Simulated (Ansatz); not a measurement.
Input for Ansatz (development build ahead of 0.2.0):

```yaml
crystal:
  periodic: [false, false, false]
  atoms:
    - { symbol: "N", position_ang: [0.0, 0.55, 3.8] }
    - { symbol: "N", position_ang: [0.0, -0.55, 3.8] }
    - { symbol: F, position_ang: [0.71, 0.0, 0.0] }
    - { symbol: F, position_ang: [-0.71, 0.0, 0.0] }
basis:
  gaussian: { orbitals: cc-pVDZ }
hamiltonian:
  xc: hf
```

The input is written out in the form of the current development build from the run's settings.

Results

```
Converged                       : yes
Total energy                    : -307.63870 hartree
Spin squared of the determinant : 0.000
```
